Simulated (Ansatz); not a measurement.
Cohesive energy of some hcp solids

Method: PBEsol-D3(BJ) (Ansatz, an electronic-structure program, PAW). References are measured values corrected to a static lattice or taken at low temperature (these still hold zero-point motion).

Values in eV/atom.

```
solid   reference  PBEsol-D3(BJ)  error (eV/atom)
------  ---------  -------------  ---------------
hcp Zr      6.32*           7.40            +1.08
hcp Sc      3.93*           4.97            +1.04
hcp Mg       1.51           1.99            +0.48
hcp Ru       6.8*           8.38            +1.58
hcp Cd      1.18*           1.64            +0.46
hcp Co      4.47*           6.24            +1.77
hcp Zn      1.38*           1.98            +0.60
hcp Ti      4.88*           6.47            +1.59
hcp Y       4.42*           5.02            +0.60
hcp Be       3.32           4.26            +0.94
```

Over these 10 solids the mean error is +1.01 eV/atom, the mean absolute error 1.01 eV/atom (median 0.99 eV/atom), and the worst case hcp Co at +1.77 eV/atom; the value is too high in 10 of 10 cases.

A star marks references brought to a static lattice; the others are low-temperature values that still hold zero-point motion, which matters most for light elements.

Differences are worked out from the printed values.

Free atoms are spin-polarised, in the lowest state found; at levels without +SOC their spin–orbit coupling is left out. Each level is taken at its own relaxed cell. Ansatz's density-functional and Hartree–Fock values are scalar-relativistic unless marked +SOC, with PAW data made under PBE.

Ansatz's runs of these crystals have no spin polarisation, but for hcp Co.

Density-functional runs with spin start from parallel moments for hcp Co.

Not in this set, of the hcp solids with a reference value in our tables and a result at some level: 5 for the spin–orbit terms of free Br, In, Sn, Te, I and atoms past barium, a cut that leaves lighter open-shell atoms' terms in the errors; 1 for sources at odds. These can be a level's best or worst cases. Solids without a released value at any level aren't counted. Layered and molecular crystals are counted apart. The metals Ce to Yb are counted apart.

References as tabulated in Jana et al. (2018), arXiv:1807.00350; Mejia-Rodriguez and Trickey (2018), arXiv:1807.09216; Kittel's textbook.
